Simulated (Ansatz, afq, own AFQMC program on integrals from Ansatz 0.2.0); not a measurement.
**SiGeH$_{3}$, doublet: a scan with AFQMC**

```xyz
5

Si   -0.0059    0.0000    1.6929
Ge   -0.0015    0.0000   -0.7474
H     1.4617    0.0000    1.9964
H    -0.5952    1.2043    2.3467
H    -0.5953   -1.2043    2.3467
```

The Si1–Ge2 distance is changed with both sides rigid. Energies in kcal/mol count from this geometry (2.440 Å) at the same level; the start stands on UHF, each point on the determinant named.

Basis cc-pVDZ. Only valence electrons are correlated. Ansatz 0.2.0 and our own AFQMC program on the same integrals; the CISD trial comes from CCSD amplitudes, and released means the phaseless constraint is let go. Error bars are statistical, one sigma. No spin–orbit coupling.

Cautions, each for one point or more: an unrestricted solution with more broken spin lies lower; higher spins were not checked; inner d shell frozen; no relativity below Rb; no spin-orbit coupling; strong correlation; the search met a lower determinant of the same kind, perhaps of another symmetry; unrestricted determinant slightly spin contaminated; unrestricted determinant spin contaminated; walk and cluster series may follow different spin states.

| r(Si1–Ge2) / Å | det. | T1 | weight | ⟨S²⟩ | B2PLYP | r2SCAN | CCSD(T) |
| --- | --- | --- | --- | --- | --- | --- | --- |
| 2.151 | UHF | 0.056 | 0.82 | 0.93 | 13.7 | 11.7 | 15.3 |
| 2.660 | UHF | 0.015 | 0.87 | 0.76 | 2.4 | 3.2 | 1.9 |
| 3.342 | UHF†¶ | 0.034 | 0.82 | 0.78 | – | – | 25.4 |
| 4.526 | UHF¶ | 0.014 | 0.88 | 1.73 | 49.4§ | 51.1§ | 45.7 |

(1) Estimate the curve of phaseless AFQMC with a CISD trial, counted from the same start.

## Answers

(1) 
```csv
r(Si1–Ge2) / Å,det.,T1,weight,⟨S²⟩,ph-AFQMC/CISD,released AFQMC
2.151,UHF,0.056,0.82,0.93,14.8 ± 0.3,15.1 ± 0.5*
2.660,UHF,0.015,0.87,0.76,2.0 ± 0.3,2.4 ± 0.4*
3.342,UHF†¶,0.034,0.82,0.78,25.2 ± 0.4,25.9 ± 0.5*
4.526,UHF¶,0.014,0.88,1.73,44.7 ± 0.3,45.3 ± 0.4*
```

Weight is that of the determinant in the CISD state; at the start T1 is 0.032 and the weight 0.85, and ⟨S²⟩ is 0.81. ¶ marks points with a poor determinant and no full CI, where no value is sure; they don't count among the departures. An asterisk marks released energies that aren't shown to be converged. A dagger marks points whose determinant fills other symmetries than the start's, so the wave-function levels may follow another state there, or a degenerate partner. A dash marks a missing value, a released energy that hasn't settled or a functional that sits on another state. § marks a functional whose ⟨S²⟩ is too high by over 0.1. Largest departures from phaseless AFQMC with a CISD trial: CCSD(T) 0.4 kcal/mol at 2.151 (on UHF) (within the noise), B2PLYP -1.1 kcal/mol at 2.151, r2SCAN -3.1 kcal/mol at 2.151. The walk's constraint bias lies outside its error bars, so these are departures and not errors. Functionals count only at points shown to share the start's state and spin. In this small basis the wave-function levels are far from their limit, so their gap to the functionals isn't the functionals' error.

A walk keeps the symmetry of its determinant, which the program's search chose and which needn't be the lowest solution, so a lower state of the same spin and another symmetry isn't excluded.
